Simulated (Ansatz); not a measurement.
Relaxation of Na₃H₃ with RKS PBE0-D4/def2-TZVP.

```sh
$ ansatz run in.yaml --threads 4 --pin off --events-out ev --progress --plain --max-ram 3916MiB
```

```yaml
crystal:
  periodic: [false, false, false]
  atoms:
    - {symbol: Na, position_ang: [0.122330, 0.617610, 0.621170]}
    - {symbol: Na, position_ang: [2.152030, -0.674780, -0.864780]}
    - {symbol: Na, position_ang: [-2.447340, -0.494090, -0.145940]}
    - {symbol: H, position_ang: [1.910910, 1.170300, -0.285510]}
    - {symbol: H, position_ang: [0.218680, -1.461690, -0.185130]}
    - {symbol: H, position_ang: [-1.956610, 0.842660, 0.860200]}
basis:
  gaussian: {orbitals: def2-TZVP}
hamiltonian: {xc: pbe0, dispersion: d4}
scf: {lower_state_search: "off"}
output: {orbitals: {seedname: orbitals}}
relax: {f_tol: 0.02, max_steps: 100}
```

It took 8.5 s on 4 threads of Arm Neoverse V2 on a shared host.

Positions (Å) and forces (eV/Å) at steps 1, 2, 3, 4, 5, 6, 7, 10 of 10:

```xyz
6
step=1 energy=-13287.9197 eV
Na    0.122    0.618    0.621    0.026    0.326    0.256
Na    2.152   -0.675   -0.865   -0.074   -0.364   -0.113
Na   -2.447   -0.494   -0.146   -0.127   -1.212   -0.695
H     1.911    1.170   -0.286    0.152    0.265    0.067
H     0.219   -1.462   -0.185   -0.227    0.023   -0.164
H    -1.957    0.843    0.860    0.250    0.963    0.649
6
step=2 energy=-13288.2215 eV
Na    0.149    0.725    0.693   -0.029    0.271    0.091
Na    2.088   -0.742   -0.869   -0.164   -0.056   -0.034
Na   -2.353   -0.661   -0.176    0.311   -0.461   -0.154
H     1.976    1.204   -0.275    0.095   -0.079    0.057
H     0.089   -1.403   -0.240   -0.189    0.018   -0.134
H    -1.949    0.877    0.867   -0.024    0.307    0.174
6
step=3 energy=-13288.4110 eV
Na    0.114    0.910    0.626    0.006    0.192    0.104
Na    1.998   -0.766   -0.893   -0.090   -0.119   -0.008
Na   -2.191   -0.763   -0.155    0.213   -0.388   -0.082
H     2.127    1.125   -0.210   -0.116    0.003    0.086
H     0.013   -1.355   -0.290   -0.156    0.057   -0.149
H    -2.062    0.848    0.922    0.143    0.255    0.050
6
step=4 energy=-13288.5149 eV
Na    0.114    1.025    0.684   -0.017    0.158    0.002
Na    1.934   -0.807   -0.894   -0.108    0.006    0.017
Na   -2.044   -0.887   -0.114   -0.059    0.006    0.060
H     2.085    1.090   -0.164   -0.045   -0.042    0.069
H    -0.060   -1.324   -0.397    0.131   -0.101   -0.112
H    -2.028    0.903    0.885    0.098   -0.027   -0.036
6
step=5 energy=-13288.5773 eV
Na    0.112    1.213    0.679   -0.001    0.125    0.021
Na    1.856   -0.802   -0.875   -0.067    0.001    0.024
Na   -1.996   -0.936   -0.067   -0.030    0.073    0.074
H     2.083    1.083   -0.083   -0.075   -0.063    0.025
H    -0.092   -1.468   -0.532    0.122   -0.075   -0.100
H    -1.962    0.910    0.878    0.052   -0.061   -0.045
6
step=6 energy=-13288.6360 eV
Na    0.112    1.394    0.727    0.015    0.125    0.003
Na    1.781   -0.810   -0.848   -0.037   -0.008    0.000
Na   -1.909   -0.951   -0.009   -0.010    0.013   -0.004
H     2.033    1.058   -0.038   -0.070   -0.019    0.041
H    -0.104   -1.607   -0.675    0.043   -0.099   -0.056
H    -1.913    0.916    0.842    0.059   -0.013    0.016
6
step=7 energy=-13288.6842 eV
Na    0.112    1.587    0.755    0.013    0.049    0.016
Na    1.715   -0.822   -0.838   -0.054    0.013    0.039
Na   -1.845   -0.954   -0.027    0.050    0.027    0.015
H     1.969    1.037    0.009   -0.043   -0.005    0.002
H    -0.111   -1.753   -0.759    0.003   -0.074   -0.059
H    -1.840    0.906    0.861    0.030   -0.010   -0.013
6
step=10 energy=-13288.7144 eV
Na    0.123    1.779    0.819   -0.005    0.014    0.008
Na    1.597   -0.833   -0.785    0.008    0.005    0.002
Na   -1.720   -0.948   -0.039   -0.004    0.001    0.004
H     1.863    1.032    0.039    0.019   -0.008   -0.009
H    -0.131   -1.935   -0.885   -0.004   -0.008   -0.006
H    -1.731    0.904    0.851   -0.014   -0.004    0.000
```

The structure comes from a short search, and lower isomers may exist.
